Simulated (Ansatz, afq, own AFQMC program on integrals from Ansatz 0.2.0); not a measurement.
# NH3+ (doublet): AFQMC on the coupled-cluster ladder at scale of all distances = 1.499, 6-31G

The task here is to estimate one member of a computed series from the others.

Program: Ansatz 0.2.0, Gaussian basis, and an in-house AFQMC program (afq) on its integrals; all values are calculated. Level of theory: 6-31G, frozen cores. These are calculated values, not measurements.

Plan: Full CI; PBE (unrestricted); r2SCAN (unrestricted); PBE0 (unrestricted); B3LYP (unrestricted); wB97M-V (unrestricted); B2PLYP (unrestricted); CCSD(T) on ROHF; Full CI; Full CI (quartet); CCSDT(Q) on ROHF; CCSDTQ on ROHF; Phaseless AFQMC, CISD trial on ROHF; Phaseless AFQMC, single-determinant trial on ROHF; CCSD(T) on UHF; Full CI; CCSDT(Q) on UHF; CCSDTQ on UHF; Phaseless AFQMC, CISD trial on UHF; Phaseless AFQMC, single-determinant trial on UHF; Phaseless AFQMC, first-order trial on UHF.

4 further runs of the same task are left out: 4 that didn't finish.

## The system

The geometry derives from a PBE0/def2-TZVP stationary point (not a proven minimum). All distances are scaled together.

4 atoms, charge 1, spin multiplicity 2.

Atoms are counted from 1 here; the program's logs count them from 0.

No contacts short enough for the rule that draws bonds.

Set-up of the first run:

The input, in.yaml:

```yaml
crystal:
  periodic: [false, false, false]
  atoms:
    - {symbol: N, position_ang: [0.000000, 0.000000, 0.000000]}
    - {symbol: H, position_ang: [1.535007, 0.020619, -0.000105]}
    - {symbol: H, position_ang: [-0.785360, 1.319039, -0.004140]}
    - {symbol: H, position_ang: [-0.749647, -1.339658, 0.004245]}
basis:
  gaussian: {orbitals: 6-31G}
total_charge: 1
magnetization: {spin_polarized: false, initial_magnetization: 1}
correlation: {method: fci, electrons: outside_noble_gas}
```

Launch:

```console
ansatz run in.yaml --threads 1 --pin off --events-out ev --progress --plain --max-ram 24576MiB --backend cuda --devices 0, --max-vram 18GiB
```

Steps of the session up to this table: Full CI; PBE (unrestricted); r2SCAN (unrestricted); PBE0 (unrestricted); B3LYP (unrestricted); wB97M-V (unrestricted); B2PLYP (unrestricted); CCSD(T) on ROHF; Full CI (quartet); CCSDT(Q) on ROHF; CCSDTQ on ROHF; Phaseless AFQMC, CISD trial on ROHF; Phaseless AFQMC, single-determinant trial on ROHF; CCSD(T) on UHF; CCSDT(Q) on UHF; CCSDTQ on UHF; Phaseless AFQMC, CISD trial on UHF; Phaseless AFQMC, single-determinant trial on UHF; Phaseless AFQMC, first-order trial on UHF (settings varied).

One table of the session follows, with a row left open; its other results are not shown here.

On the ROHF determinant, counted from full CI (exact for this spin and basis):

| level | from full CI (meV) |
| --- | --- |
| HF | +4366.8 |
| MP2 | +924.6 |
| CCSD | +135.1 |
| CCSD(T) | +28.8 |
| CCSDT(Q) | -1.5 |
| CCSDTQ | +1.3 |
| full CI | 0.0 |
| Phaseless AFQMC, CISD trial, step 0.005, 4000 walkers | ? |
| Phaseless AFQMC, single-determinant trial, step 0.005, 4000 walkers | -52.3 |

**Question.** Estimate the row for Phaseless AFQMC, CISD trial, step 0.005, 4000 walkers.

As computed: from full CI (meV): +11.6. In the column «from full CI (meV)» it lies between CCSDTQ (+1.3) and CCSD(T) (+28.8).

Caveats from the session: On ROHF the phaseless walk with the CISD trial lies +11.6 meV from full CI, within three error bars. On UHF the phaseless walk with the CISD trial lies +5.2 meV from CCSDTQ, within three error bars.
